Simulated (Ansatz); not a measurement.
CaB6-type LaB6, treated with PBE-D4 (Ansatz, a quantum-chemistry and plane-wave program, PAW).

The run printed, among other lines:

```
Crystal: 7 atoms, lattice volume = 69.953 Å³
Basis set: ecut = 520 eV, 1863 PW (Γ), exchange–correlation on 64×64×64 points (8 copies of the dense FFT grid, shifted against one another)
Bands: 22, of which v1, the nominal top of the filled ones, is band 15 counted from 1 (14 counted from 0)
Symmetry: 48 space group operations
Space group: Pm-3m (ITA 221), of the structure as read, at distance tolerance 4.1e-5 Å
k-points: 120 of 2744
Functional: x = pbe(κ = 0.804, μ = 0.2195149727645171), c = pbe(β = 0.06672455060314922)
SCF iter   1: F=—  HF=-7191.488750 eV  |F-HF|=—  |Δ(HF+E_count)|=         —  Δρ=3.94e-3  dr2=1.10e-2
SCF iter   2: F=—  HF=-7191.485611 eV  |F-HF|=—  |Δ(HF+E_count)|=   3.14e-3  Δρ=1.76e-3  dr2=2.03e-3
  ...
SCF iter   6: F=—  HF=-7191.485067 eV  |F-HF|=—  |Δ(HF+E_count)|=   1.01e-6  Δρ=3.74e-6  dr2=7.17e-9
SCF iter   7: F=-7191.485067 eV  HF=-7191.485067 eV  |F-HF|=1.31e-10  |Δ(HF+E_count)|=   5.03e-9  Δρ=6.34e-7  dr2=2.83e-10
SCF 1 converged in 7 iterations: F = -7191.485067 eV  dr2 = 2.83e-10
SCF converged after 7 iterations
Free energy (F): -7191.485067 eV
Internal energy: -7191.477341 eV  (E = F + TS)
E sigma→0 (E₀):  -7191.481204 eV
Fermi energy:    12.449624 eV
--- Forces (eV/Å), atoms counted from 1 ---
  atom   1  La    -0.00000000     0.00000000     0.00000000
  atom   2  B      0.00027662    -0.00000000     0.00000000
  atom   3  B     -0.00000000    -0.00027662    -0.00000000
  atom   4  B      0.00000000     0.00027662    -0.00000000
  atom   5  B     -0.00027662     0.00000000     0.00000000
  atom   6  B      0.00000000    -0.00000000     0.00027662
  atom   7  B      0.00000000    -0.00000000    -0.00027662
--- Stress (GPa, compression-positive) ---
        0.001296       0.000000       0.000000
        0.000000       0.001296       0.000000
        0.000000       0.000000       0.001296
  P = ⅓ Tr σ = 0.0013 GPa (0.013 kbar)
```

Task: Write an input file that could have produced this run (the log leaves some choices open).

Result: Several could match; the one computed here: 
Ansatz 0.2 input:
```yaml
crystal:
  lattice:
    - [4.1203617692, 0.0, 0.0]
    - [0.0, 4.1203617692, 0.0]
    - [0.0, 0.0, 4.1203617692]
  atoms:
    - { symbol: La, position: [0.0, 0.0, 0.0] }
    - { symbol: B, position: [0.8005643872, 0.5, 0.5] }
    - { symbol: B, position: [0.5, 0.1994356128, 0.5] }
    - { symbol: B, position: [0.5, 0.8005643872, 0.5] }
    - { symbol: B, position: [0.1994356128, 0.5, 0.5] }
    - { symbol: B, position: [0.5, 0.5, 0.8005643872] }
    - { symbol: B, position: [0.5, 0.5, 0.1994356128] }
basis:
  ecutwfc: 520
  ecutrho_ratio: 4
  xc_grid: 2
kpoints:
  mp_grid: { grid: [14, 14, 14] }
hamiltonian:
  xc: pbe
  dispersion: d4
  pseudopotentials: { kind: paw }
scf:
  occupations: { method: fermi_dirac, width: 0.05 }
  convergence: { dr2_threshold: 0.0000000007 }
output:
  forces: true
  stress: true
  eigenvalues: true
```
